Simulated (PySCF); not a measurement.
NP: calculation against experiment

**Experimental background.**

NIST CCCBDB Release 22 (SRD 101), experimental dipoles lists, for the gas: dipole moment (microwave Stark effect, equilibrium value μe) 2.751 ± 0.0008 D.

From Liu, Meijer, Perez-Rios, Phys. Chem. Chem. Phys. 22 (2020) 24191, for the gas: dipole moment 2.7514 D.

The runs below try to reproduce these values; the comparison stands at the end.

Species: NP.
Atom-mapped SMILES: `[N:1]#[P:2]`

Geometry (CAM-B3LYP/6-31+G*, Å), atoms numbered from 1 in this order:
```
atom  x, y, z in Å
N1     0.742   -0.007    0.001
P2    -0.739    0.000   -0.007
```

Runs made with PySCF (gas phase, on this CAM-B3LYP/6-31+G* geometry; no spin–orbit coupling):

```csv
level,job,basis functions,wall time
"CAM-B3LYP/6-31+G*, grid level 1",geometry optimisation from a GFN2-xTB start,40,1.8 s
```

Hardware: one thread, Arm Neoverse V1 (aarch64), shared host.

All basis functions are spherical.

Results beside the measurements:

**Dipole moment.** Measured: 2.751 D (NIST CCCBDB Release 22 (SRD 101), experimental dipoles) and 2.7514 D (Liu, Meijer, Perez-Rios, Phys. Chem. Chem. Phys. 22 (2020) 24191). Differences are taken against the first.

```csv
level,computed (D),computed − measured (D),% (from the printed values)
CAM-B3LYP/6-31+G*,2.920,+0.169,+6
```

The computed dipoles belong to one fixed geometry; measured ones are averaged over vibrations unless marked μe. Magnitudes are compared, not signs.

No measured geometry was used, and the causes of the misses weren't examined.
